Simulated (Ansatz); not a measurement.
**BHCl2 (singlet): RPA-PBE over vertical spin and charge gaps and displaced geometries, cc-pVDZ**

Aim: run BHCl2 (singlet) with these functionals over vertical spin and charge gaps and displaced geometries, and hold them against the top wave-function level at the same points.

Method: cc-pVDZ, all electrons in the functionals, frozen cores in the correlation of double hybrids and RPA; program: Ansatz 0.2.0, Gaussian basis.

Plan: RPA-PBE, at charge 0, singlet; charge 0, triplet; charge 1, doublet; displaced geometry v1; displaced geometry v2.

19 further runs of the same task are left out: 2 for a known fault of the program, 7 that didn't finish, 10 set aside as unsound or not needed.

## 1. The geometry

The geometry is a PBE0/def2-TZVP stationary point (not a proven minimum).

4 atoms, charge 0, spin multiplicity 1.

Atoms are counted from 1 here; the program's logs count them from 0.

Bond lengths: B1–Cl2 1.734 Å, B1–Cl3 1.734 Å, B1–H4 1.187 Å. Angles: Cl2–B1–Cl3 120.7°, Cl2–B1–H4 119.6°, Cl3–B1–H4 119.6°.

No dispersion term is added.

The geometry shown and the zero of energy belong to the point charge 0, singlet. The yardstick, RCCSDT(Q), and other wave-function levels (R restricted, U unrestricted, valence and pair active spaces) come from earlier runs.

## 2. RPA-PBE, charge 0, singlet

in.yaml

```yaml
crystal:
  periodic: [false, false, false]
  atoms:
    - {symbol: B, position_ang: [0.000000, -0.720350, 0.000000]}
    - {symbol: Cl, position_ang: [0.000000, 0.136941, -1.507441]}
    - {symbol: Cl, position_ang: [0.000000, 0.136941, 1.507441]}
    - {symbol: H, position_ang: [0.000000, -1.907074, 0.000000]}
basis:
  gaussian: {orbitals: cc-pVDZ}
hamiltonian: {xc: {name: PBE}}
correlation: {method: rpa, electrons: outside_noble_gas}
```

The run is started by

```sh
$ ansatz run in.yaml --threads 1 --pin off --events-out ev --progress --plain --max-ram 2393MiB
```

Log:

```text
Functional definition: PBE
  name "PBE"
  cite "Perdew, Burke & Ernzerhof, Phys. Rev. Lett. 77, 3865 (1996) doi:10.1103/PhysRevLett.77.3865"
  parent pbe
  parameter kappa = 0.804
  parameter beta = 0.06672455060314922
  exchange = pbe_x(kappa = kappa, mu = beta*pi^2/3)
  correlation = pbe_c(beta = beta)
563 factors; integrals over basis functions are off by at most 1.2e-3 eV
mean field evaluation 1: about -25727.5231 eV, gradient 1.8e1 eV
mean field evaluation 2: about -25727.5216 eV, gradient 1.8e1 eV
mean field evaluation 4: about -25728.5649 eV, gradient 4.7e0 eV
mean field evaluation 8: about -25728.6202 eV, gradient 2.5e-2 eV
mean field evaluation 16: about -25728.6202 eV, gradient 8.7e-8 eV
mean field -25728.62023552 eV, -945.5093541704 hartree, gradient 7.8e-8 eV, S^2 0.000000; 0 other end points of the search recorded, 0 dependent functions left out
11 core orbitals not correlated: weight in the atoms' cores, before any rotation towards them, 1.000 or more for the frozen orbitals, at most 0.000 for the correlated occupied ones
reference -25696.55233482 eV, -944.3308805559 hartree; 9, 9 occupied and 35, 35 virtual orbitals, 563 factors
Total energy: -25712.24906915 eV, -944.9077249027 hartree
```

Run time: 1.4 s. Hardware: 1 thread of Arm Neoverse V1, shared host.

## 3. RPA-PBE, charge 0, triplet

in.yaml: that of step 2 with these lines changed.

```diff
@@ -9,2 +9,3 @@
   gaussian: {orbitals: cc-pVDZ}
+magnetization: {spin_polarized: true, initial_magnetization: 2}
 hamiltonian: {xc: {name: PBE}}
```

The command is unchanged.

Log:

```text
Functional definition: PBE
  name "PBE"
  cite "Perdew, Burke & Ernzerhof, Phys. Rev. Lett. 77, 3865 (1996) doi:10.1103/PhysRevLett.77.3865"
  parent pbe
  parameter kappa = 0.804
  parameter beta = 0.06672455060314922
  exchange = pbe_x(kappa = kappa, mu = beta*pi^2/3)
  correlation = pbe_c(beta = beta)
563 factors; integrals over basis functions are off by at most 1.2e-3 eV
mean field evaluation 1: about -25719.6072 eV, gradient 2.3e1 eV
mean field evaluation 2: about -25719.6044 eV, gradient 2.3e1 eV
mean field evaluation 4: about -25723.4055 eV, gradient 4.3e0 eV
mean field evaluation 8: about -25723.5616 eV, gradient 1.0e0 eV
mean field evaluation 16: about -25723.5707 eV, gradient 3.4e-5 eV
mean field evaluation 32: about -25723.0875 eV, gradient 3.5e-1 eV
mean field evaluation 64: about -25723.0851 eV, gradient 2.5e-1 eV
mean field evaluation 96: about -25723.0887 eV, gradient 1.7e-3 eV
mean field evaluation 128: about -25722.8665 eV, gradient 2.6e0 eV
mean field -25723.57072617 eV, -945.3237881242 hartree, gradient 2.1e-6 eV, S^2 2.002506; 13 other end points of the search recorded, 0 dependent functions left out
11 core orbitals not correlated: weight in the atoms' cores, before any rotation towards them, 1.000 or more for the frozen orbitals, at most 0.000 for the correlated occupied ones
reference -25690.27996570 eV, -944.1003752424 hartree; 10, 8 occupied and 34, 36 virtual orbitals, 563 factors
Total energy: -25706.86689366 eV, -944.7099336017 hartree
```

It took 13 s on 1 thread of Arm Neoverse V1, shared host.

From the report: ⟨S²⟩ of the determinant 2.003 (pure triplet: 2.00).

From charge 0, singlet: +124.1 kcal/mol.

## 4. RPA-PBE, charge 1, doublet

in.yaml: that of step 3 with these lines changed.

```diff
@@ -9,3 +9,4 @@
   gaussian: {orbitals: cc-pVDZ}
-magnetization: {spin_polarized: true, initial_magnetization: 2}
+total_charge: 1
+magnetization: {spin_polarized: true, initial_magnetization: 1}
 hamiltonian: {xc: {name: PBE}}
```

Same command.

Log:

```text
Functional definition: PBE
  name "PBE"
  cite "Perdew, Burke & Ernzerhof, Phys. Rev. Lett. 77, 3865 (1996) doi:10.1103/PhysRevLett.77.3865"
  parent pbe
  parameter kappa = 0.804
  parameter beta = 0.06672455060314922
  exchange = pbe_x(kappa = kappa, mu = beta*pi^2/3)
  correlation = pbe_c(beta = beta)
563 factors; integrals over basis functions are off by at most 1.2e-3 eV
mean field evaluation 1: about -25714.7843 eV, gradient 2.0e1 eV
mean field evaluation 2: about -25714.7814 eV, gradient 2.0e1 eV
mean field evaluation 4: about -25716.5210 eV, gradient 1.1e1 eV
mean field evaluation 8: about -25716.4701 eV, gradient 9.9e0 eV
mean field evaluation 16: about -25717.4487 eV, gradient 2.7e-3 eV
mean field evaluation 32: about -25717.2407 eV, gradient 2.1e-6 eV
mean field evaluation 64: about -25717.2406 eV, gradient 6.3e-2 eV
mean field evaluation 96: about -25715.6904 eV, gradient 9.0e-1 eV
mean field -25717.44868892 eV, -945.0988074049 hartree, gradient 1.5e-7 eV, S^2 0.751816; 12 other end points of the search recorded, 0 dependent functions left out
11 core orbitals not correlated: weight in the atoms' cores, before any rotation towards them, 1.000 or more for the frozen orbitals, at most 0.000 for the correlated occupied ones
reference -25684.55040926 eV, -943.8898179268 hartree; 9, 8 occupied and 35, 36 virtual orbitals, 563 factors
Total energy: -25701.20669665 eV, -944.5019251982 hartree
```

Wall time 10 s (1 thread of Arm Neoverse V1, shared host).

From the report: ⟨S²⟩ of the determinant 0.752 (pure doublet: 0.75).

From charge 0, singlet: +254.6 kcal/mol.

## 5. RPA-PBE, displaced geometry v1

in.yaml

```yaml
crystal:
  periodic: [false, false, false]
  atoms:
    - {symbol: B, position_ang: [-0.019164, -0.731693, 0.028114]}
    - {symbol: Cl, position_ang: [-0.019997, 0.109456, -1.490480]}
    - {symbol: Cl, position_ang: [0.027967, 0.168766, 1.481789]}
    - {symbol: H, position_ang: [-0.074810, -1.938064, 0.004150]}
basis:
  gaussian: {orbitals: cc-pVDZ}
hamiltonian: {xc: {name: PBE}}
correlation: {method: rpa, electrons: outside_noble_gas}
```

Same command.

Log:

```text
Functional definition: PBE
  name "PBE"
  cite "Perdew, Burke & Ernzerhof, Phys. Rev. Lett. 77, 3865 (1996) doi:10.1103/PhysRevLett.77.3865"
  parent pbe
  parameter kappa = 0.804
  parameter beta = 0.06672455060314922
  exchange = pbe_x(kappa = kappa, mu = beta*pi^2/3)
  correlation = pbe_c(beta = beta)
563 factors; integrals over basis functions are off by at most 1.2e-3 eV
mean field evaluation 1: about -25727.4924 eV, gradient 1.8e1 eV
mean field evaluation 2: about -25727.4910 eV, gradient 1.8e1 eV
mean field evaluation 4: about -25728.5454 eV, gradient 4.5e0 eV
mean field evaluation 8: about -25728.5976 eV, gradient 8.7e-2 eV
mean field -25728.59761366 eV, -945.5085228321 hartree, gradient 4.0e-6 eV, S^2 0.000000; 0 other end points of the search recorded, 0 dependent functions left out
11 core orbitals not correlated: weight in the atoms' cores, before any rotation towards them, 1.000 or more for the frozen orbitals, at most 0.000 for the correlated occupied ones
reference -25696.52193169 eV, -944.3297632616 hartree; 9, 9 occupied and 35, 35 virtual orbitals, 563 factors
Total energy: -25712.21828774 eV, -944.9065937069 hartree
```

Run time: 1.4 s. Hardware: 1 thread of Arm Neoverse V1, shared host.

From charge 0, singlet: +0.7 kcal/mol.

## 6. RPA-PBE, displaced geometry v2

in.yaml

```yaml
crystal:
  periodic: [false, false, false]
  atoms:
    - {symbol: B, position_ang: [0.108544, -0.712665, -0.006695]}
    - {symbol: Cl, position_ang: [-0.056330, 0.152999, -1.502542]}
    - {symbol: Cl, position_ang: [0.020291, 0.120576, 1.504159]}
    - {symbol: H, position_ang: [0.103399, -1.978709, 0.014932]}
basis:
  gaussian: {orbitals: cc-pVDZ}
hamiltonian: {xc: {name: PBE}}
correlation: {method: rpa, electrons: outside_noble_gas}
```

Launched as before.

Log:

```text
Functional definition: PBE
  name "PBE"
  cite "Perdew, Burke & Ernzerhof, Phys. Rev. Lett. 77, 3865 (1996) doi:10.1103/PhysRevLett.77.3865"
  parent pbe
  parameter kappa = 0.804
  parameter beta = 0.06672455060314922
  exchange = pbe_x(kappa = kappa, mu = beta*pi^2/3)
  correlation = pbe_c(beta = beta)
563 factors; integrals over basis functions are off by at most 1.2e-3 eV
mean field evaluation 1: about -25727.5914 eV, gradient 1.7e1 eV
mean field evaluation 2: about -25727.5901 eV, gradient 1.7e1 eV
mean field evaluation 4: about -25728.5036 eV, gradient 4.7e0 eV
mean field evaluation 8: about -25728.5595 eV, gradient 2.8e-2 eV
mean field evaluation 16: about -25728.5595 eV, gradient 2.5e-6 eV
mean field -25728.55953273 eV, -945.5071233836 hartree, gradient 2.5e-6 eV, S^2 0.000000; 0 other end points of the search recorded, 0 dependent functions left out
11 core orbitals not correlated: weight in the atoms' cores, before any rotation towards them, 1.000 or more for the frozen orbitals, at most 0.000 for the correlated occupied ones
reference -25696.44003271 eV, -944.3267535295 hartree; 9, 9 occupied and 35, 35 virtual orbitals, 563 factors
Total energy: -25712.18420998 eV, -944.9053413725 hartree
```

Run time: 1.4 s. Hardware: 1 thread of Arm Neoverse V1, shared host.

From charge 0, singlet: +1.5 kcal/mol.

## 7. Against the wave-function levels

The yardstick is RCCSDT(Q), where the cluster series has nearly closed. It comes from earlier runs at the same points. Energies in kcal/mol, counted from charge 0, singlet; blanks weren't run or aren't comparable.

```tsv
level	singlet to triplet	ionisation to the doublet cation	displacement v1	displacement v2
RCCSDT(Q)	137.8	268.8	0.7	1.8
RPA-PBE	124.1	254.6	0.7	1.5
```

Largest miss and mean time a point (RCCSDT(Q) took 3.6 min a point; shared hosts):

```tsv
level	largest miss (kcal/mol)	where	time a point
RPA-PBE	-14.1	ionisation to the doublet cation	5.5 s
```

## 8. Summary of results

```
                                   quantity                                              value
              singlet to triplet, RCCSDT(Q)                                     137.8 kcal/mol
ionisation to the doublet cation, RCCSDT(Q)                                     268.8 kcal/mol
                 displacement v1, RCCSDT(Q)                                       0.7 kcal/mol
                 displacement v2, RCCSDT(Q)                                       1.8 kcal/mol
                      largest miss, RPA-PBE  -14.1 kcal/mol (ionisation to the doublet cation)
```

What this shows: RPA-PBE strays by up to 14.1 kcal/mol, at ionisation to the doublet cation. Functionals and the yardstick converge differently with the basis, so part of each miss in cc-pVDZ is the basis.
